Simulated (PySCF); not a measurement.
Calculation: PySCF with PBE-D3(BJ)/def2-TZVP // B3LYP-D3(BJ)/def2-TZVP. Gas-phase values, no solvent. Excitations are Tamm–Dancoff values on a coarser integration grid. The basis has no diffuse functions, so Rydberg states are missing or too high.

Reference species (SMILES): `FB(F)F` (neutral, multiplicity 1).

```json
{
 "T1 excitation (TDA)": "9.44 eV",
 "HOMO–LUMO gap": "9.61 eV"
}
```

Changed species: `B(F)([SiH3])F` (1 of 3 F replaced by SiH3; the reference has 0 of 3 F replaced by SiH3).

### Question
Predict the effect on the T1 excitation (TDA) and HOMO–LUMO gap.

### Answer
the T1 excitation (TDA) decreases by 4.49 eV, to 4.95 eV; the HOMO–LUMO gap falls by 3.99 eV, to 5.62 eV.
